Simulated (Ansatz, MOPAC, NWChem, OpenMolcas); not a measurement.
How methods differ on SiNH4O (SMILES N[SiH]O)

The runs start from one conformer, not always the lowest.

SiNH4O, doublet, SMILES `N[SiH]O`. Each level relaxes the structure for itself.

Quantity: the highest harmonic wavenumber at each level's own minimum, in cm⁻¹. The values are calculated.

```
                           level            kind     program  value (cm⁻¹)
                             AM1  semi-empirical       MOPAC          3606
                            MNDO  semi-empirical       MOPAC          4137
                             PM3  semi-empirical       MOPAC          3925
                           MNDOD  semi-empirical       MOPAC          4006
                       UHF/3-21G    Hartree–Fock  OpenMolcas          3928
UHF/6-31G* (spherical functions)    Hartree–Fock      NWChem          4080
UHF/6-31G* (Cartesian functions)    Hartree–Fock  OpenMolcas          4098
                  UBP86/def2-SVP             GGA      NWChem          3672
              UPBE0-D4/def2-TZVP   global hybrid      Ansatz          3861
   CASSCF(7,6)/ANO-XS-VDZ (DKH2)  multireference  OpenMolcas          4052
```

Harmonic and unscaled. The values span 3606 to 4137 cm⁻¹.
